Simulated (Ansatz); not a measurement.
A calculation with Ansatz (development build ahead of 0.2.0).

```yaml
crystal:
  periodic: [false, false, false]
  atoms:
    - { symbol: C, position_ang: [0.0, 0.0, -0.46736] }
    - { symbol: O, position_ang: [0.0, 0.0, 0.71887] }
    - { symbol: H, position_ang: [0.0, -0.94809, -0.98229] }
    - { symbol: H, position_ang: [-0.82107, 0.47405, -0.98229] }
    - { symbol: H, position_ang: [0.82107, 0.47405, -0.98229] }
basis:
  gaussian: { orbitals: def2-TZVP }
total_charge: -1
hamiltonian:
  xc: hf
```

The input is written out in the form of the current development build from the run's settings.

Output:

```
Converged                       : yes
Total energy                    : -114.42521 hartree
Spin squared of the determinant : 0.000
```

Caution: no unrestricted run beside it, a lower state can exist; no diffuse functions for an anion.
